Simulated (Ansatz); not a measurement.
in.yaml

```yaml
crystal:
  periodic: [false, false, false]
  atoms:
    - {symbol: Al, position_ang: [-0.000005, -0.119480, 2.946938]}
    - {symbol: Al, position_ang: [-0.000014, 0.077838, 0.382282]}
    - {symbol: N, position_ang: [-0.000007, -0.302525, -1.274166]}
    - {symbol: H, position_ang: [0.000027, 0.344168, -2.055055]}
basis:
  gaussian: {orbitals: STO-3G}
magnetization: {spin_polarized: false, initial_magnetization: 4}
correlation: {active_space: {window: {electrons: 8, orbitals: 7}, fixed_orbitals: true}}
```

```sh
$ ansatz run in.yaml --threads 1 --pin off --events-out ev --progress --plain --max-ram 2393MiB
```

Output:

```
266 factors; integrals over basis functions are off by at most 1.0e-4 eV
mean field evaluation 1: about -14475.3158 eV, gradient 9.3e0 eV
mean field evaluation 2: about -14475.3443 eV, gradient 9.3e0 eV
mean field evaluation 4: about -14476.1409 eV, gradient 3.9e0 eV
mean field evaluation 8: about -14476.8358 eV, gradient 9.9e-1 eV
mean field evaluation 16: about -14476.8662 eV, gradient 2.7e-5 eV
mean field evaluation 32: about -14476.6035 eV, gradient 9.7e-1 eV
mean field evaluation 64: about -14476.7089 eV, gradient 1.7e-6 eV
mean field evaluation 96: about -14476.8337 eV, gradient 1.2e0 eV
mean field -14476.86617940 eV, -532.0150193205 hartree, gradient 1.5e-6 eV, S^2 6.000000; 12 other end points of the search recorded, 0 dependent functions left out
reference -14476.86617940 eV, -532.0150193205 hartree; 19, 15 occupied and 5, 9 virtual orbitals, 266 factors
state -14477.26437831 eV, -532.0296528607 hartree
Total energy: -14477.26437831 eV, -532.0296528607 hartree
```

Natural occupations: 1.9985 1.9573 1.0209 1.0002 0.9998 0.9764 0.0469.

Ran on 1 thread of Arm Neoverse V2, shared host: 0.54 s wall, 0.06 GiB peak host memory.
